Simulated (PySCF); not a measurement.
Species: aluminum monochloride, AlCl (singlet state).
Atom-mapped SMILES: `[Al:1][Cl:2]`

Structure used (PBE0-D3(BJ)/def2-TZVP), in Å, numbered top down from 1:
```xyz
2
AlCl angstrom
Al     1.0774   -0.0328    0.0015
Cl    -1.0678    0.0196   -0.0209
```

Method: PBE0-D3(BJ)/def2-TZVP geometry optimisation, gas phase (PySCF 2.14.0).

Masses are those of the commonest isotopes; rigid-rotor values at the optimised geometry. 

Problem. What are the moment of inertia and the rotational constant?

Solution. I = 70.135 u·Å², B = 505379 MHz·u·Å²/I = 7206 MHz (0.2404 cm⁻¹, or 0.346 K as hB/k). For two atoms I = μr² with μ = 15.2301 u and r = 2.1459 Å.

Problem. List the first levels of a rigid rotor in a Σ state.

Solution. E(J) = BJ(J+1): J = 1: 0.481, J = 2: 1.442, J = 3: 2.884, J = 4: 4.807, J = 5: 7.211, J = 6: 10.095 cm⁻¹.

Problem. Where do the first rotational lines fall?

Solution. The dipole is 1.50 D; J+1 ← J lies at 2B(J+1): 1 ← 0 at 14.41 GHz, 2 ← 1 at 28.82 GHz, 3 ← 2 at 43.23 GHz, 4 ← 3 at 57.65 GHz, 5 ← 4 at 72.06 GHz, 6 ← 5 at 86.47 GHz.

Not checked by PBE0-D3(BJ)/def2-TZVP frequencies. These are rigid-rotor constants of the computed structure; measured ground-state constants (B0) also hold zero-point vibration.
